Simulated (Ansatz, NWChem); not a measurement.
**Worked example: vertical ionisation energy of S2 (sulfur dimer)**

The species is S2 (2 atoms), meant as a triplet with charge 0. As SMILES, `S=S`. Geometry: the measured bond length.

```xyz
2

S     0.0000    0.0000    0.0000
S     0.0000    0.0000    1.8892
```

Both states at this one shape; open shells run unrestricted unless said. 1 Eh = 27.2114 eV.

```tsv
level	program	triplet S2 (Eh)	doublet [S2]+ (Eh)
U-r2SCAN0/STO-3G	Ansatz	-787.515924	-787.262614
UB3LYP/6-31G* (Cartesian functions)	Ansatz	-796.362058	-796.006043
UPBE-QIDH/cc-pVTZ, 10 core orbitals frozen	Ansatz	-795.950884	-795.586311
UMP3/cc-pVTZ, 10 core orbitals frozen	NWChem	-795.435678	-795.089348
```

Work out the vertical ionisation energy at each level.


1. U-r2SCAN0/STO-3G: -787.262614 − (-787.515924) = 0.253310 Eh = 6.89 eV.
2. UB3LYP/6-31G* (Cartesian functions): -796.006043 − (-796.362058) = 0.356015 Eh = 9.69 eV.
3. UPBE-QIDH/cc-pVTZ: -795.586311 − (-795.950884) = 0.364573 Eh = 9.92 eV.
4. UMP3/cc-pVTZ: -795.089348 − (-795.435678) = 0.346330 Eh = 9.42 eV.

No measured value is set beside it here; the levels span 6.89 to 9.92 eV. Minimal sets are far from the basis-set limit. The second state is spin-contaminated at UPBE-QIDH/cc-pVTZ (⟨S²⟩ = 1.13).
